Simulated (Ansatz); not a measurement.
# H2Si–Al, quartet: reading a ladder of total energies

Geometry: that of the H2Si–Al, doublet, kept fixed. The doublet lies 1.6 eV lower here.

```yaml
atoms:
  - { symbol: Si, position_ang: [-0.0563, 0.0000, 1.1568] }
  - { symbol: Al, position_ang: [0.0305, 0.0000, -1.3507] }
  - { symbol: H, position_ang: [0.3768, -1.1894, 1.9627] }
  - { symbol: H, position_ang: [0.3768, 1.1894, 1.9627] }
```

Basis cc-pVDZ; Ansatz 0.2.0. Correlated methods freeze the noble-gas cores, which leaves 9 electrons in 36 orbitals. R marks a restricted (for open shells ROHF) determinant.

Full CI isn't at hand for all of this; RCCSDTQ serves as the reference, and is uncertain by the last step of the cluster series or more.

RCCSD has a T1 diagnostic of 0.038 and a largest doubles amplitude of 0.06.

Runs differ by some tens of microhartree through their thresholds and, for an open shell, their frozen cores, so steps under 0.03 kcal/mol mean nothing.

```json
{"level": "RHF", "total energy (hartree)": "-531.909755"}
{"level": "RMP2", "total energy (hartree)": "-532.027591"}
{"level": "RCCSD", "total energy (hartree)": "-532.060973"}
{"level": "RCCSD(T)", "total energy (hartree)": "-532.066032"}
{"level": "RCCSDT", "total energy (hartree)": "-532.067488"}
{"level": "RCCSDT(Q)", "total energy (hartree)": "-532.067773"}
{"level": "RCCSDTQ", "total energy (hartree)": "-532.067815"}
```

Q: What is the correlation energy at RCCSDTQ, and what share of it do RMP2 and RCCSDT recover?

A: E(corr) = -532.067815 − (-531.909755) = -0.158060 hartree = -4.301 eV. RMP2: -0.117836 / -0.158060 = 74.55 %. RCCSDT: -0.157733 / -0.158060 = 99.79 %.

Q: By how many kcal/mol does RCCSD(T) miss RCCSDTQ (1 hartree = 627.509 kcal/mol), and which steps make up the rest?

A: -532.066032 − (-532.067815) = 0.001783 hartree = 1.12 kcal/mol. Steps: RCCSDT − RCCSD(T) = -0.91, RCCSDT(Q) − RCCSDT = -0.18, RCCSDTQ − RCCSDT(Q) = -0.03 kcal/mol. Differences between like states or geometries often cancel part of this.
